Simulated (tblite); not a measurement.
Task: Give a GFN2-xTB geometry of `C=NC[CH]CF` [radical]. (Doublet state.)

Result: 
Z-matrix in Å and degrees, rows numbered from 1:
```
C 
N   1  1.2510
C   2  1.4494  1  120.57
C   3  1.4791  2  108.24  1  -104.27
C   4  1.4742  3  121.32  2  -100.38
F   5  1.3833  4  111.67  3   -46.24
H   1  1.0957  2  124.92  3    -2.28
H   1  1.0803  2  118.21  3   178.01
H   3  1.1039  2  110.96  1    16.86
H   3  1.0919  2  107.40  1   136.80
H   4  1.0760  3  118.76  2    64.28
H   5  1.0954  4  111.96  3  -165.83
H   5  1.1045  4  112.06  3    71.12
```

The C–N distances run from 1.251 Å (C1=N2, drawn double) to 1.449 Å (N2–C3, drawn single), a spread of 0.198 Å. Of the pairs four or more bonds apart, F6···H10 is among the closest relative to their van der Waals radii: 2.51 Å, 94 % of the sum of Bondi's values. C4 (carbon bonded to 2 C and H) is almost planar (angles 121.3°, 118.8° and 118.2°, sum 358.3°, 0.10 Å off the plane of its three neighbours). C1 (carbon bonded to N and 2 H) is planar (angles 124.9°, 118.2° and 116.9°, sum 360.0°, 0.00 Å off the plane of its three neighbours).

Computed geometry: GFN2-xTB, gas phase. This method treats the open shell by occupation alone, without spin polarisation.

Point group: C1 (no symmetry element, even within 0.4 Å). Its GFN2-xTB frequencies are all real (lowest 37 cm⁻¹). Torsions: C1–N2–C3–C4 -104°, N2–C3–C4–C5 -100°, C3–C4–C5–F6 -46°. 3 starts were optimised and ended at 0.00, 0.40 and 0.59 kcal/mol (GFN2-xTB); the lowest of these is shown.

One conformer stands for the species.
